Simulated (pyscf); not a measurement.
# Hydrogen abstraction: H₂N–Ga(NH₂)–NH₂ + CH₃• -> •HN–Ga(NH₂)–NH₂ + CH₄

Gas phase, doublet surface, charge 0. Bonds broken: N1–H5. Bonds formed: H5–C11. PySCF, gas phase, ωB97X-D3(BJ)/def2-SVP geometries.

Transition state (Å):

```xyz
14

N      0.7454    -0.2200     0.8221
Ga    -0.6681    -0.4300    -0.3716
N     -0.4980    -1.3723    -1.9160
N     -2.2491     0.3771     0.0306
H      0.6379     0.9717     1.2601
H      1.6588    -0.1689     0.3579
H      0.3352    -1.8944    -2.1573
H     -1.2835    -1.6459    -2.4936
H     -2.4353     0.7294     0.9623
H     -3.1124     0.1765    -0.4598
C      0.4954     2.2664     1.3694
H      0.4715     2.4380     2.4536
H      1.3602     2.7356     0.8829
H     -0.4538     2.5043     0.8723
```

One imaginary mode, 1782i cm⁻¹; descent along it reached the two sides named.

| bond | change | reactant side (Å) | saddle | product side |
|---|---|---|---|---|
| N1–H5 | breaks | 1.015 | 1.274 | 3.4 |
| H5–C11 | forms | 3.0 | 1.307 | 1.099 |

Electronic energies relative to the separated reactants (kJ/mol):

```json
[
 {"level": "ωB97X-D3(BJ)/def2-TZVP", "barrier": "61.5", "reaction energy": "+15.2", "reverse barrier": "46.3"},
 {"level": "PBE/def2-TZVP", "barrier": "33.1", "reaction energy": "+13.6", "reverse barrier": "19.5"},
 {"level": "r²SCAN/def2-TZVP", "barrier": "49.6", "reaction energy": "+18.7", "reverse barrier": "30.9"},
 {"level": "B3LYP-D3(BJ)/def2-TZVP", "barrier": "50.2", "reaction energy": "+13.5", "reverse barrier": "36.7"},
 {"level": "PBE0-D3(BJ)/def2-TZVP", "barrier": "50.6", "reaction energy": "+17.5", "reverse barrier": "33.2"},
 {"level": "M06-2X/def2-TZVP", "barrier": "68.5", "reaction energy": "+24.1", "reverse barrier": "44.4"},
 {"level": "ωB97M-D3(BJ)/def2-TZVP", "barrier": "66.9", "reaction energy": "+18.2", "reverse barrier": "48.7"},
 {"level": "HF/def2-TZVP", "barrier": "138.2", "reaction energy": "+6.0", "reverse barrier": "132.3"}
]
```

With ωB97M-D3(BJ)/def2-TZVP energies and thermal terms (ideal gas, 1 atm, RRHO with modes under 100 cm⁻¹ raised to 100, one conformer, R ln 2 for chiral ones without a mode under 150 cm⁻¹), in kJ/mol:

```json
[
 {"T (K)": "298", "ΔH‡": "62.1", "ΔG‡": "107.7", "ΔH": "+21.8", "ΔG": "+25.0"},
 {"T (K)": "600", "ΔH‡": "61.5", "ΔG‡": "154.3", "ΔH": "+18.8", "ΔG": "+29.5"},
 {"T (K)": "900", "ΔH‡": "63.8", "ΔG‡": "200.3", "ΔH": "+17.2", "ΔG": "+35.3"},
 {"T (K)": "1200", "ΔH‡": "67.0", "ΔG‡": "245.4", "ΔH": "+16.6", "ΔG": "+41.4"}
]
```

This is the saddle that the search found; another between the same sides may lie lower. The angle at the transferred H is 165°. Elements up to Kr have no core potential and no relativistic terms here.
